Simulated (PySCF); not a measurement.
## How methods differ on the ionisation energy of P

P [Ne] 3s2 3p3 (4S) → P⁺ [Ne] 3s2 3p2 (3P), as a difference of total energies. Computed with PySCF 2.14 in aug-cc-pV(D+d)Z, with the non-relativistic Hamiltonian (point nucleus). Correlated levels: valence: [Ne] frozen. The calculations carry no spin-orbit coupling.

```json
{"method": "UHF", "ionisation energy (eV)": "9.936"}
{"method": "TPSS", "ionisation energy (eV)": "10.517"}
{"method": "PBE0", "ionisation energy (eV)": "10.548"}
{"method": "MP2 (valence)", "ionisation energy (eV)": "10.395"}
{"method": "SCS-MP2 (valence)", "ionisation energy (eV)": "10.236"}
{"method": "CCSD (valence)", "ionisation energy (eV)": "10.323"}
{"method": "CCSD(T) (valence)", "ionisation energy (eV)": "10.338"}
```

Question: How much does correlation contribute at CCSD(T) (valence)?

Answer: 10.338 − (9.936) = 0.402 eV, measured against UHF.

Errors of the correlated levels include the incompleteness of this basis and the frozen core.

For comparison: 10.526 eV (measured; NIST levels, between the centres of gravity of the two terms).
